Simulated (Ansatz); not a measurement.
Geometry optimisation, RKS PBE/def2-SVP (Ansatz 0.2.0).

Input:

```yaml
crystal:
  periodic: [false, false, false]
  atoms:
    - { symbol: Al, position_ang: [0.0, 0.0, 0.0] }
    - { symbol: H, position_ang: [1.0441, 0.0, 1.4169] }
    - { symbol: "N", position_ang: [2.084, 0.0, 0.3891] }
    - { symbol: H, position_ang: [2.5506, -0.9179, 0.1373] }
    - { symbol: H, position_ang: [2.5353, 0.9179, 0.1109] }
    - { symbol: Cl, position_ang: [-1.9312, 0.0, -1.115] }
basis:
  gaussian: { orbitals: def2-SVP }
hamiltonian:
  xc: pbe
relax:
  f_tol: 0.15
  max_steps: 25
  restrain:
    - { distance: [1, 2], at: 1.06, k: 30.0 }
    - { distance: [0, 1], at: 2.76, k: 30.0 }
    - { distance: [0, 2], at: 3.12, k: 30.0 }
```

Run as:

```bash
$ ansatz run input.yaml --threads 1 --pin off --max-ram 2048MiB --backend cpu --events-out ev --progress --plain --runs-dir out
```

Problem. Where does it end, and by what steps?

Solution. It converged. The restraints hold the end off the free minimum. After 13 steps the energy has fallen by 2.104 eV (the restraints' own energy left out); Al1 moved furthest, 1.07 Å. Parted: Al1–H2, Al1–N3. Joined: H2–N3.

```csv
step,energy less start (eV),largest force component (eV/Å),accepted
0,0.0000,1.692,yes
1,0.2702,2.706,yes
2,0.4518,5.692,yes
3,-0.4811,6.099,yes
4,-1.5614,2.171,yes
5,-1.8368,0.776,yes
6,-1.9218,0.605,yes
7,-1.9382,0.526,yes
8,-1.9545,0.538,yes
9,-1.9954,0.627,yes
10,-2.0334,0.566,yes
11,-2.0653,0.552,yes
12,-2.0908,0.561,yes
13,-2.1040,0.521,yes
```

```xyz
6
Properties=species:S:1:pos:R:3
Al -0.826 -0.180 0.658
H 1.824 0.055 1.406
N 2.281 0.038 0.469
H 2.059 -0.855 0.012
H 1.896 0.801 -0.107
Cl -0.951 0.142 -1.499
```

Whether the end is a true minimum wasn't checked by a vibrational analysis.

The run took 43 s on 1 thread of AMD EPYC 7R43 64-Core Processor (Zen 3) (shared host), peak memory 0.14 GiB.
